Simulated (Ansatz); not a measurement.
A made-up structure of CH4ClSi (charge -1), singlet:

```
7
angstrom
C 1.1668 -0.3735 -0.3410
Si -0.5954 0.4415 -0.3202
Cl 0.7137 -1.8618 0.5030
H -0.4569 1.8107 -0.6705
H -1.2396 0.3647 0.9429
H -1.4390 -0.1617 -1.2901
H 1.5085 0.1148 0.5356
```

It is relaxed with PBE-D4/def2-SVPD and then PBE0-D4/def2-TZVPD (Ansatz 0.2.0). Atoms count as bonded within 1.22 times the sum of their covalent radii (H–H: 0.88 Å). The end point is not checked to be a true minimum.

Question: Does its bonding change? (A judgement: the text doesn't fix the answer.)

Answer: The calculation gives: No: no bond forms or breaks.

Where it ends: The first stage lowers the energy by 0.88 eV in 8 steps. It ends as CH₄ClSi ([SiH3][CH][Cl]), total charge -1:
C1  (1.019, -0.362, -0.175)
Si2  (-0.593, 0.430, -0.266)
Cl3  (0.918, -2.083, 0.427)
H4  (-0.402, 1.867, -0.682)
H5  (-1.561, 0.537, 0.918)
H6  (-1.490, -0.192, -1.304)
H7  (1.768, 0.138, 0.442)
(Å)

Labels in which every atom is bracketed show which atoms are joined, not bond orders.

For scale, one of the runs: PBE0-D4/def2-TZVPD relaxation, 162 basis functions, launched by `ansatz run in.yaml --threads 2 --pin off --events-out ev --progress --plain --max-ram 4352MiB`. The run took about 36 s on 2 CPU threads of an Arm Neoverse V1 (shared host).
